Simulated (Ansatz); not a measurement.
System: B20 (FeSi-type) FeSi. Method: LDA (Ansatz, a first-principles code, PAW).

Input file:

Ansatz 0.2 input:
```yaml
crystal:
  lattice:
    - [4.3395429602, 0.0, 0.0]
    - [0.0, 4.3395429602, 0.0]
    - [0.0, 0.0, 4.3395429602]
  atoms:
    - { symbol: Fe, position: [0.8632037105, 0.6367962895, 0.3632037105] }
    - { symbol: Fe, position: [0.3632037105, 0.8632037105, 0.6367962895] }
    - { symbol: Fe, position: [0.1367962895, 0.1367962895, 0.1367962895] }
    - { symbol: Fe, position: [0.6367962895, 0.3632037105, 0.8632037105] }
    - { symbol: Si, position: [0.1591935392, 0.3408064608, 0.6591935392] }
    - { symbol: Si, position: [0.6591935392, 0.1591935392, 0.3408064608] }
    - { symbol: Si, position: [0.8408064608, 0.8408064608, 0.8408064608] }
    - { symbol: Si, position: [0.3408064608, 0.6591935392, 0.1591935392] }
basis:
  ecutwfc: 520
  ecutrho_ratio: 4
  xc_grid: 2
kpoints:
  mp_grid: { grid: [8, 8, 8] }
hamiltonian:
  xc: lda
  dispersion: none
  pseudopotentials: { kind: paw }
scf:
  occupations: { method: fermi_dirac, width: 0.01 }
output:
  forces: true
  stress: true
  eigenvalues: true
relax:
  f_tol: 0.004
  escape_saddle: false
  max_steps: 80
```

Excerpt of the program's output:

```
WARN output.stress: scf.convergence.dr2_threshold = 1.6e-8 eV (the default of a walk held to its f_tol) is looser than the 8e-10 eV advised for a printed …
Relaxation: its limit of steps is 80 (relax.max_steps)
Crystal: 8 atoms, lattice volume = 81.721 Å³
Basis set: ecut = 520 eV, 2205 PW (Γ), exchange–correlation on 72×72×72 points (8 copies of the dense FFT grid, shifted against one another)
Bands: 48, of which v1, the nominal top of the filled ones, is band 40 counted from 1 (39 counted from 0)
Symmetry: 12 space group operations
Space group: P213 (ITA 198), of the structure as read, at distance tolerance 4.3e-5 Å
k-points: 45 of 512 (time reversal used)
Functional: x = slater, c = lda
SCF iter   1: F=—  HF=-20120.021303 eV  |F-HF|=—  |Δ(HF+E_count)|=         —  Δρ=1.56e-2  dr2=6.88e-2
SCF iter   2: F=—  HF=-20119.996666 eV  |F-HF|=—  |Δ(HF+E_count)|=   2.46e-2  Δρ=6.08e-3  dr2=1.33e-2
  ...
SCF 1 converged in 6 iterations: F = -20119.991806 eV  dr2 = 1.74e-7
Crystal: 8 atoms, lattice volume = 81.721 Å³
Initial density: handed on by an earlier stage of this run
SCF 2 converged in 6 iterations: F = -20119.992567 eV  dr2 = 6.64e-10
Crystal: 8 atoms, lattice volume = 81.721 Å³
SCF 3 converged in 6 iterations: F = -20119.993213 eV  dr2 = 2.57e-9
Crystal: 8 atoms, lattice volume = 81.721 Å³
SCF iter   5: F=-20119.993213 eV  HF=-20119.993213 eV  |F-HF|=0.00e0  |Δ(HF+E_count)|=  7.28e-12  Δρ=1.53e-8  dr2=9.51e-14
SCF iter   6: F=-20119.993213 eV  HF=-20119.993213 eV  |F-HF|=7.28e-12  |Δ(HF+E_count)|=  3.64e-12  Δρ=4.76e-9  dr2=1.21e-14
SCF 4 converged in 6 iterations: F = -20119.993213 eV  dr2 = 1.21e-14
relax step   4: F+E_penalty+E_count = -20119.99321337 eV  Δ(F+E_penalty+E_count) = -1.062e-9 eV  max|allowed force component| = 1.074e-3 eV/Å  Δτ_max = 0.0000 Å  (6 SCF iters, accepted)
SCF converged after 6 iterations
Free energy (F): -20119.993213 eV
Internal energy: -20119.993176 eV  (E = F + TS)
E sigma→0 (E₀):  -20119.993195 eV
Fermi energy:    17.924477 eV
--- Forces (eV/Å), atoms counted from 1 ---
  atom   1  Fe    -0.00048670     0.00048670    -0.00048670
  atom   2  Fe    -0.00048670    -0.00048670     0.00048670
  atom   3  Fe     0.00048670     0.00048670     0.00048670
  atom   4  Fe     0.00048670    -0.00048670    -0.00048670
  atom   5  Si     0.00107393    -0.00107393     0.00107393
  atom   6  Si     0.00107393     0.00107393    -0.00107393
  atom   7  Si    -0.00107393    -0.00107393    -0.00107393
  atom   8  Si    -0.00107393     0.00107393     0.00107393
--- Stress (GPa, compression-positive) ---
        5.321345       0.000000      -0.000000
        0.000000       5.321345       0.000000
       -0.000000       0.000000       5.321345
  P = ⅓ Tr σ = 5.3213 GPa (53.213 kbar)
```

The cell is one volume of an energy–volume scan, off the minimum.

The PAW data were made under PBE.

Computing time: very roughly 80 core-seconds.
